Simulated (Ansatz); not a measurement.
Reaction (atomization): `NC1CCCC1` → 5 C• + 11 H• + N•

Gas-phase electronic energies from Ansatz, PBE0-D4/def2-TZVP geometries. CCSD(T)/CBS is the MP2 limit (def2-TZVPP, def2-QZVPP) plus CCSD(T) − MP2 in def2-TZVPP, frozen cores. This one scheme is used for every species, atoms too. DFT in def2-TZVPP. No spin–orbit coupling; open shells (•) take unrestricted orbitals. Spin–orbit coupling would lower the free atoms: a little for C. One conformer a species, not always the lowest.

```csv
species,PBE0 energy (Eh)
`NC1CCCC1`,-251.69649
C•,-37.80537
H•,-0.50104
N•,-54.54382
```

Task: Work out ΔE.

Result: ΔE = 11 × (-0.50104) + 5 × (-37.80537) + (-54.54382) − (-251.69649) = 2.61438 Eh = +1640.5 kcal/mol. CCSD(T)/CBS gives +1631.5 kcal/mol.

Largest T1 diagnostic among the species: 0.009.

The D4 term adds +13.3 kcal/mol with B3LYP and +7.0 kcal/mol with PBE0; it sums over pairs of atoms, weighted by their polarisabilities, and B3LYP, whose exchange is more repulsive, gets the larger term. From BLYP to BHLYP (50 % exact exchange), in def2-TZVPP and without D4, ΔE moves by −22.4 kcal/mol: exact exchange takes away binding that semilocal exchange gives to molecules.

B3LYP here is the variant with VWN-RPA as its local correlation; programs differ in this.

For atomizations the MP2-based limit and the directly extrapolated one differ by several kJ/mol either way, and by 10 to 25 for some Ge, Se and Sn compounds, so smaller differences from it don't rank the levels.
